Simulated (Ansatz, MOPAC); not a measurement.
System: C2H2F (charge 0, doublet). SMILES: C=[C]F

Atoms: C1, C2, F3, H4, H5. Bonds: C1-C2, C1-F3, C2-H4, C2-H5.

Bond lengths (Å) and angles (degrees) optimised at PM3 with MOPAC; PM6 with MOPAC; HF/STO-3G with Ansatz (a quantum-chemistry and plane-wave program); B3LYP/LANL2DZ with Ansatz, each started from the B3LYP-D3(BJ)/def2-TZVP structure (Ansatz) of the last column. A row stands for all coordinates that are equal there; 7 of 8 kinds are shown. No wavenumbers were computed at HF/STO-3G, B3LYP/LANL2DZ, so these may be saddle points.

| coordinate | PM3 | PM6 | HF/STO-3G | B3LYP/LANL2DZ | B3LYP-D3(BJ)/def2-TZVP |
|---|---|---|---|---|---|
| C1-C2 | 1.311 | 1.321 | 1.358 | 1.332 | 1.310 |
| C1-F3 | 1.297 | 1.280 | 1.338 | 1.373 | 1.311 |
| C2-H4 | 1.086 | 1.083 | 1.083 | 1.090 | 1.087 |
| C2-H5 | 1.086 | 1.080 | 1.080 | 1.084 | 1.079 |
| C2-C1-F3 | 142.5 | 141.4 | 128.7 | 129.4 | 130.2 |
| C1-C2-H4 | 125.5 | 123.8 | 122.1 | 121.7 | 120.7 |
| C1-C2-H5 | 118.5 | 121.9 | 120.2 | 119.6 | 120.1 |

Mean signed difference of all 4 bond lengths from B3LYP-D3(BJ)/def2-TZVP: PM3 -0.001 Å, PM6 -0.006 Å, HF/STO-3G 0.018 Å, B3LYP/LANL2DZ 0.023 Å.
